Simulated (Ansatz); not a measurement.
A first try at vertical spin-state energies of CH2F2OS, SMILES OC(F)(F)S, using Ansatz 0.2.0 through its Python package.

Input file `ch2f2os.xyz`:
```text
7

O     0.14140   -0.32080    1.45100
C     0.01380   -0.07570    0.05300
F    -0.80170   -1.05500   -0.45310
F     1.33320   -0.27830   -0.44080
S    -0.58680    1.52320   -0.42380
H     0.43530   -1.16500    1.48450
H    -0.47400    1.30360   -1.71650
```

`spin.py`
```python
"""Gap between spin states of CH2F2OS at one geometry."""

import ansatz as az

system = az.Crystal.molecule_from_extxyz("ch2f2os.xyz")

setup = (
    system.calculation()
    .basis(gaussian="def2-SVPD")
    .functional("cam_b3lyp")
    .stress()
)
found = {}
for unpaired in [0, 2]:
    data = setup.spin("collinear", total=unpaired).run(threads=1, pin="off").report
    s = unpaired / 2
    found[unpaired] = data["free_energy_ev"]
    print(f"2S+1 = {unpaired + 1}: E = {found[unpaired]:.5f} eV, <S^2> = {abs(data['mean_field']['state']['spin_squared']):.3f} (pure state {s * (s + 1):.2f})")
lowest = min(found, key=found.get)
for unpaired, e in found.items():
    print(f"multiplicity {unpaired + 1}: {23.060548 * (e - found[lowest]):.1f} kcal/mol above the lowest")
```

Output of `python spin.py`:
```text
Traceback (most recent call last):
  File "spin.py", line 15, in <module>
    data = setup.spin("collinear", total=unpaired).run(threads=1, pin="off").report
           ~~~~~~~~~~~~~~~~~~~~~~~~~~~~~~~~~~~~~~~~~~~^^^^^^^^^^^^^^^^^^^^^^
  ...
ansatz.RefusalError: invalid value for `basis.gaussian`: such a run doesn't read output.stress; remove what it names
```
(Library frames cut from the traceback.)

What is wrong, and how is it mended?

The fault: a molecule has no stress. The change:

```diff
--- before
+++ after
@@ -10,3 +10,2 @@
     .functional("cam_b3lyp")
-    .stress()
 )
```

The mended script runs so:

`python spin.py` gives:
```text
2S+1 = 1: E = -19374.03867 eV, <S^2> = 0.000 (pure state 0.00)
2S+1 = 3: E = -19368.38415 eV, <S^2> = 2.005 (pure state 2.00)
multiplicity 1: 0.0 kcal/mol above the lowest
multiplicity 3: 130.4 kcal/mol above the lowest
```

What to keep in mind:
- Total energies depend on the basis set; only differences at equal settings carry meaning.
- The geometry is a force-field or estimated start, not a minimum of this method, and the basis set is short of its limit. All parts are taken at fixed geometry, without zero-point energy.
- Hardware and time: 27 s on 1 thread of Arm Neoverse V2 (shared host), peak memory 0.52 GiB.
